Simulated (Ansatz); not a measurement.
# BHNP: the cost of one run

Program: Ansatz 0.2.0, Gaussian basis. Level of theory: def2-TZVPP, core rule «outside noble gas», up to 7 orbitals frozen. These are calculated values, not measurements.

The runs, in order: UHF; ROHF; CCSD(T) on UHF.

2 further runs of the same task are left out: 2 set aside as unsound or not needed.

### 1 The system

The geometry is a PBE0/def2-TZVP stationary point (not a proven minimum) of the parent state, kept for this charge and spin.

4 atoms, charge 1, spin multiplicity 2.

Atoms are counted from 1 here; the program's logs count them from 0.

Bond lengths: N1–B2 1.292 Å, B2–P3 1.785 Å, P3–H4 1.426 Å. Angles: N1–B2–P3 175.7°, B2–P3–H4 94.3°.

### 2 UHF

in.yaml

```yaml
crystal:
  periodic: [false, false, false]
  atoms:
    - {symbol: N, position_ang: [0.000000, 0.028828, 1.979821]}
    - {symbol: B, position_ang: [0.000000, 0.042707, 0.687998]}
    - {symbol: P, position_ang: [0.000000, -0.071577, -1.093449]}
    - {symbol: H, position_ang: [0.000000, 1.340864, -1.290216]}
basis:
  gaussian: {orbitals: def2-TZVPP}
total_charge: 1
magnetization: {spin_polarized: true, initial_magnetization: 1}
hamiltonian: {xc: hf}
output: {orbitals: {seedname: orbitals}}
```

Run with:

```console
> ansatz run in.yaml --threads 1 --pin off --events-out ev --progress --plain --max-ram 3968MiB --backend cpu
```

What time and memory should one allow on 1 thread of AMD EPYC 7R13, shared host?

About 15 s, with a peak of 0.27 GiB.
